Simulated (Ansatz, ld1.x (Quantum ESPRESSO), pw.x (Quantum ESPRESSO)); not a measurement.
pw.x on sc P: one setting changed

Potential: PAW, ld1.x (Quantum ESPRESSO) 7.5, LDA (PW92); core [Ne], reference 3s2 3p2; waves: 3s (bound): rcut 1.40, rcutus 1.60 bohr; 3s channel at 2.2 Ry: rcut 1.40, rcutus 1.60 bohr; 3p (bound): rcut 1.95, rcutus 2.15 bohr; 3p channel at 0.5 Ry: rcut 1.95, rcutus 2.15 bohr; 3d channel at 0.05 Ry: rc 2.20 bohr; local part: the d channel; core correction: none; augmentation: PSQ, inside the norm-conserving radii.

The reference run (k-mesh 14³, cutoffs 40/320 Ry, Fermi–Dirac 0.01 Ry, mixing_beta 0.4, conv_thr 1e-9, no spin) gives 1.97 GPa at 14.035 Å³/atom, where all-electron LAPW gives 0.49 GPa. This run, with its own iteration cap, changes mixing_beta to 0.1.

```
&control
  calculation='scf', prefix='x', pseudo_dir='./', outdir='./tmp', tstress=.true., disk_io='none'
/
&system
  ibrav=0, nat=1, ntyp=1, ecutwfc=40, ecutrho=320, nbnd=9,
  occupations='smearing', smearing='fd', degauss=0.01
/
&electrons
  conv_thr=1e-09, mixing_beta=0.1, electron_maxstep=70
/
ATOMIC_SPECIES
P 1.0 P.UPF
CELL_PARAMETERS angstrom
  2.41214904 0.00000000 0.00000000
  0.00000000 2.41214904 0.00000000
  0.00000000 0.00000000 2.41214904
ATOMIC_POSITIONS crystal
P 0.0000 0.0000 0.0000
K_POINTS automatic
14 14 14 0 0 0
```

```bash
pw.x < P.scf.in > P.scf.out
```

Q: How does the run end?

A: It converges in 9 iterations; the free energy moves by +0.0 meV/atom and the pressure by +0.00 GPa. The result is that of the reference run.

```
Message from routine setup:
     using ibrav=0 with symmetry is DISCOURAGED, use correct ibrav instead
     lattice parameter (alat)  =       4.5583  a.u.
     unit-cell volume          =      94.7129 (a.u.)^3
     number of electrons       =         5.00
     number of Kohn-Sham states=            9
     kinetic-energy cutoff     =      40.0000  Ry
     charge density cutoff     =     320.0000  Ry
     scf convergence threshold =      1.0E-09
     Exchange-correlation= SLA  PW   NOGX NOGC
     number of k points=   120  Fermi-Dirac smearing, width (Ry)=  0.0100
     iteration #  1     ecut=    40.00 Ry     beta= 0.10
     total energy              =     -53.28762807 Ry
     estimated scf accuracy    <       0.03614774 Ry
     iteration #  2     ecut=    40.00 Ry     beta= 0.10
     total energy              =     -53.27457411 Ry
     estimated scf accuracy    <       0.02765890 Ry
     iteration #  3     ecut=    40.00 Ry     beta= 0.10
     total energy              =     -53.27698888 Ry
     estimated scf accuracy    <       0.00021453 Ry
     [... 3 iterations left out ...]
     iteration #  7     ecut=    40.00 Ry     beta= 0.10
     total energy              =     -53.27694912 Ry
     estimated scf accuracy    <       0.00000002 Ry
     iteration #  8     ecut=    40.00 Ry     beta= 0.10
     total energy              =     -53.27694913 Ry
     estimated scf accuracy    <          4.8E-09 Ry
     iteration #  9     ecut=    40.00 Ry     beta= 0.10
     the Fermi energy is    11.3518 ev
!    total energy              =     -53.27694913 Ry
     estimated scf accuracy    <          1.5E-11 Ry
     smearing contrib. (-TS)   =      -0.00148888 Ry
     convergence has been achieved in   9 iterations
          total   stress  (Ry/bohr**3)                   (kbar)     P=       19.70
     Message from routine punch:
     Nothing written, as per user request (disk_io='none')
```

The run took about 4.2 s on one core of a shared host (Intel(R) Xeon(R) Platinum 8488C, 96 threads, 744 GiB, load 44).
